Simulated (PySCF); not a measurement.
Write Cartesian coordinates for InChI=1S/C4H5NO/c5-1-4-2-6-3-4/h4H,2-3H2 as optimised with GFN2-xTB.

```
atom  x, y, z in Å
N1    -0.071    2.707    0.693
C2    -0.040    1.564    0.664
C3     0.002    0.132    0.597
C4    -1.020   -0.527   -0.352
O5     0.022   -1.095   -1.143
C6     1.042   -0.464   -0.373
H7     0.026   -0.287    1.604
H8    -1.658   -1.289    0.101
H9    -1.631    0.176   -0.926
H10    1.733   -1.188    0.067
H11    1.599    0.274   -0.958
```

Orientation and origin are arbitrary. Atoms count from 1 in this order. O5 (cyclic ether oxygen) is bent (angle 92.7°). The 3 C–C bonds span 1.435 Å (C2–C3, drawn single) to 1.542 Å (C3–C6, drawn single), a spread of 0.107 Å. The 4-membered ring C3–C4–O5–C6 has internal angles of 84.0° to 92.7° (sum 360°, against 360° for a flat polygon); it is almost planar, 0.02 Å rms from its mean plane, widest ring torsion 3°.

Bonds between heavy atoms (Å): N1≡C2 1.143, C2–C3 1.435, C3–C4 1.542, C4–O5 1.426, O5–C6 1.426, C3–C6 1.542.

The geometry is computed with GFN2-xTB (gas phase).

Point group: Cs (every atom within 0.08 Å of its image). GFN2-xTB frequencies: not computed here.
